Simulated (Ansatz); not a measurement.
## Computed against measured: atomisation enthalpy at 298 K

6 molecules with open shells; the atomisation enthalpy at 298 K in kJ/mol, computed less measured. Shapes, held fixed at every level: PBE0-D4/def2-TZVP. Flexible molecules stand in one conformer, not always the lowest. Thermal terms are harmonic and unscaled (PBE0-D4/def2-TZVP); the spin-orbit lowering of the free atoms is taken from their spectra. Programs: Ansatz 0.2.0. Measured values: Active Thermochemical Tables.

Levels: A = HF/def2-TZVPP; B = wB97M-V/def2-TZVPP; C = B2PLYP/def2-TZVPP.

```tsv
molecule	from tabulated heats	A	B	C
C2HO (SMILES C#C[O])	1723	-588	+10	+1
CH3O (SMILES [CH2]O)	1636	-505	+3	-13
N2H3 (hydrazinyl radical)	1374	-614	+23	+1
C2H3O (acetyl radical)	2347	-696	+6	-12
C3H3 (propargyl radical)	2453	-646	+2	-11
C3H3 (cyclopropenyl radical)	2318	-667	+11	-13
```

Question: Sum up the errors.

Answer: 
```json
{"level": "HF/def2-TZVPP", "kind": "Hartree–Fock", "mean error": "-619.3", "mean absolute error": "619.3", "worst case": "C2H3O"}
{"level": "wB97M-V/def2-TZVPP", "kind": "range-separated hybrid", "mean error": "+9.2", "mean absolute error": "9.2", "worst case": "N2H3"}
{"level": "B2PLYP/def2-TZVPP", "kind": "double hybrid", "mean error": "-7.8", "mean absolute error": "8.5", "worst case": "CH3O"}
```

On this set B2PLYP/def2-TZVPP has the smallest mean absolute error and HF/def2-TZVPP the largest. HF/def2-TZVPP is too low in 6 of 6; wB97M-V/def2-TZVPP is too high in 6 of 6; B2PLYP/def2-TZVPP is too low in 4 of 6. The smallest two are near a tie. Hartree–Fock lacks correlation and underbinds. Spin contamination: C2HO (⟨S²⟩ up to 0.81), C3H3 (propargyl radical) (⟨S²⟩ up to 0.96). Open shells run unrestricted. The set is small.
